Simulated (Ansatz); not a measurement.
Cost and result for the atomization energy of C₈H₁₈, SMILES `CCCC(C)CCC` (26 atoms, 25 bonds).

| atom | x (Å) | y (Å) | z (Å) |
| --- | --- | --- | --- |
| C1 | 0.335 | 2.579 | 1.638 |
| C2 | 0.881 | 1.332 | 0.964 |
| C3 | 0.208 | 1.047 | -0.368 |
| C4 | 0.733 | -0.181 | -1.107 |
| C5 | 0.153 | -0.238 | -2.515 |
| C6 | 0.534 | -1.509 | -0.365 |
| C7 | -0.907 | -1.915 | -0.040 |
| C8 | -1.415 | -1.452 | 1.318 |
| H9 | -0.734 | 2.477 | 1.845 |
| H10 | 0.838 | 2.779 | 2.587 |
| H11 | 0.462 | 3.460 | 1.002 |
| H12 | 1.960 | 1.443 | 0.801 |
| H13 | 0.764 | 0.477 | 1.636 |
| H14 | -0.876 | 0.953 | -0.224 |
| H15 | 0.339 | 1.921 | -1.018 |
| H16 | 1.819 | -0.052 | -1.210 |
| H17 | 0.535 | -1.100 | -3.069 |
| H18 | 0.408 | 0.663 | -3.078 |
| H19 | -0.938 | -0.311 | -2.499 |
| H20 | 0.985 | -2.287 | -0.990 |
| H21 | 1.118 | -1.503 | 0.561 |
| H22 | -1.583 | -1.561 | -0.825 |
| H23 | -0.974 | -3.007 | -0.071 |
| H24 | -1.454 | -0.364 | 1.399 |
| H25 | -2.422 | -1.831 | 1.508 |
| H26 | -0.768 | -1.818 | 2.120 |

Charge 0, multiplicity 1. The geometry is a stationary point of PBE0-D4/def2-TZVP. It is one conformer, not always the lowest. Program: Ansatz. All runs use 6 threads of an AMD EPYC 7R13 on a shared host and a share of an NVIDIA H100 80 GB. Times are those of one run each, without the atoms' runs, and a repeat can differ threefold. Electronic energies, without spin–orbit coupling; frozen cores. CCSD(T)/CBS adds CCSD(T) − MP2 in def2-TZVPP to the MP2 limit, and its time is that of the two runs behind it. T1 = 0.009. B3LYP takes the VWN-RPA correlation (the form of Gaussian; ORCA's B3LYP/G).

CCSD(T)/CBS is a level of theory with its own doubt, some kJ/mol a heavy atom from the limit and from the frozen cores, so smaller differences don't rank the functionals.

```csv
level,functions,atomization (kJ/mol),difference from CCSD(T)/CBS,per bond
ωB97M-V/def2-TZVPP (with forces),500,10389.3,26.4,1.1
ωB97X-V/def2-TZVPP,500,10376.1,13.2,0.5
B3LYP-D4/def2-TZVPP (with forces),500,10371.0,8.1,0.3
r2SCAN-D4/def2-TZVPP (with forces),500,10380.6,17.7,0.7
PBE0-D4/def2-TZVPP,500,10436.8,73.9,3.0
CCSD(T)/def2-TZVPP,500,10159.3,-203.6,-8.1
B2PLYP/def2-TZVPP,500,10261.8,-101.1,-4.0
MP2/def2-QZVPP,996,10355.7,-7.2,-0.3
CCSD(T)/CBS(def2),–,10362.9,0.0,0.0
PBE-D4/def2-TZVPP (with forces),500,10529.4,166.5,6.7
```

Task: Order the runs by time, with rough figures. (An estimate is asked.)

Result: Ansatz gave: PBE0-D4/def2-TZVPP 1.9 s; PBE-D4/def2-TZVPP (with forces) 2.1 s; B3LYP-D4/def2-TZVPP (with forces) 2.2 s; r2SCAN-D4/def2-TZVPP (with forces) 2.4 s; ωB97X-V/def2-TZVPP 2.4 s; B2PLYP/def2-TZVPP 2.6 s; ωB97M-V/def2-TZVPP (with forces) 3.4 s; MP2/def2-QZVPP 5 s; CCSD(T)/def2-TZVPP 22 s; CCSD(T)/CBS(def2) 27 s.

From PBE to PBE0 (25 % exact exchange), in def2-TZVPP and without D4, the atomization energy moves by −84.1 kJ/mol: exact exchange takes away binding that semilocal exchange gives to molecules. The D4 term adds +90.4 kJ/mol with B3LYP and +49.4 kJ/mol with PBE0; it sums over pairs of atoms, weighted by their polarisabilities, and B3LYP, whose exchange is more repulsive, gets the larger term. In def2-TZVPP, CCSD(T) changes the Hartree–Fock value by +2266.6 kJ/mol (the triples alone add +114.0 kJ/mol) and MP2 by +2344.0 kJ/mol; breaking electron pairs costs correlation energy, which Hartree–Fock lacks.
